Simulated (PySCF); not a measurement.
**Stretching SiB⁺**

Set-up: PySCF, no relativity, basis sets Si def2-TZVPPD, B def2-TZVPPD. Energies in eV from Si⁺ + B in their ground configurations at the same level. State: ³Π (triplet), unpaired electrons σ ↑, π ↑.

All columns are M06. A positive dipole points towards B; it is taken about the centre of mass and depends on that origin.

```csv
R (Å),E (eV),μ (D),Mulliken charge on Si (basis-dependent),HOMO (eV),LUMO (eV),Mayer bond order,⟨S²⟩
1.805,-2.104,0.67,0.25,-13.48,-11.69,0.78,2.00
1.889,-2.444,0.62,0.33,-13.40,-11.40,0.89,2.00
1.973,-2.626,0.59,0.40,-13.25,-11.14,0.99,2.00
2.036,-2.688,0.57,0.45,-13.04,-10.97,1.05,2.00
2.099,-2.701,0.55,0.48,-12.85,-10.81,1.10,2.00
2.162,-2.678,0.55,0.51,-12.67,-10.67,1.12,2.00
2.246,-2.611,0.54,0.54,-12.47,-10.51,1.13,2.00
2.351,-2.495,0.56,0.55,-12.24,-10.33,1.08,2.00
2.477,-2.343,0.66,0.54,-12.00,-10.13,1.03,2.01
2.645,-2.138,0.93,0.52,-11.71,-9.88,0.94,2.01
```

A fit through these points gives, at Re = 2.088 Å, μ = 0.56 D and dμ/dR = -0.199 D/Å; the reduced mass is 7.9 u.

Problem. How strong is the fundamental in the double-harmonic approximation, I = 42.26·(dμ/dR)²/μred km/mol?

Solution. I = 42.26·(-0.199)²/7.9 = 0.212 km/mol at M06.

For an ion De counts to the pair picked by the measured ionisation energies or electron affinities, which need not be the lowest pair at this level. The state was picked by a PBE0 search and need not be the measured ground state.
